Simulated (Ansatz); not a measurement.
A nudged elastic band was laid between two geometries of CH4NO (7 atoms, charge 1, multiplicity 1).

Computed with RKS B3LYP-D4/def2-SVP (Ansatz 0.2.0).

```json
{
 "movable images": "9",
 "climbing image": "yes",
 "spring": "5.0 eV/Å²",
 "optimiser": "quadratic models (default)",
 "start path": "IDPP",
 "force threshold": "0.03 eV/Å",
 "iteration limit": "60",
 "end points": "relaxed"
}
```

First end point:

```xyz
7
Properties=species:S:1:pos:R:3
N -0.801 0.089 -0.323
C 0.311 0.341 0.302
O 1.328 -0.434 0.401
H -0.988 -0.786 -0.819
H -1.545 0.789 -0.334
H 0.430 1.308 0.809
H 1.266 -1.306 -0.036
```

Last end point:

```xyz
7
Properties=species:S:1:pos:R:3
N -0.926 0.127 -0.362
C 0.247 0.163 0.189
O 1.037 -0.844 0.076
H -1.237 -0.695 -0.889
H -1.566 0.918 -0.282
H 0.547 1.062 0.747
H 1.898 -0.731 0.521
```

(1) Which bonds break or form, and what moves?

(2) Give the energies along the band, and the barrier.

(3) What is the geometry of the highest image?

Results:

(1) No bond is made or broken. The dihedral N1–C2–O3–H7 changes from 0 to -180° by way of a nearly straight angle C2–O3–H7 (up to 179°), not by a turn about the bond.

(2) The forces met the threshold. The highest image is number 5 of 0 to 10, 17.6 kcal/mol above the first end and 21.0 kcal/mol above the last; the last end lies 3.4 kcal/mol below the first. A vibrational analysis at the climbing image gives 2 clearly imaginary modes (1032i, 678i cm⁻¹): a point of higher order, so a lower path passes nearby. Limits of this set-up: the dipole of an ion depends on the origin.

```csv
image,path coordinate (Å),energy (kcal/mol),angle C2–O3–H7 (°)
0,0.00,0.0,117
1,0.16,0.7,122
2,0.33,3.2,130
3,0.49,8.0,143
4,0.66,14.3,160
5,0.82,17.6,179
6,0.99,14.2,162
7,1.15,7.0,144
8,1.32,1.0,130
9,1.48,-2.4,120
10,1.65,-3.4,114
```

(3) 
```xyz
7
Properties=species:S:1:pos:R:3
N -0.904 0.182 -0.326
C 0.261 0.280 0.250
O 1.122 -0.630 0.216
H -1.180 -0.655 -0.844
H -1.571 0.952 -0.269
H 0.494 1.210 0.792
H 1.776 -1.338 0.181
```

Time of the run: 78 s on 1 CPU thread of a shared host.
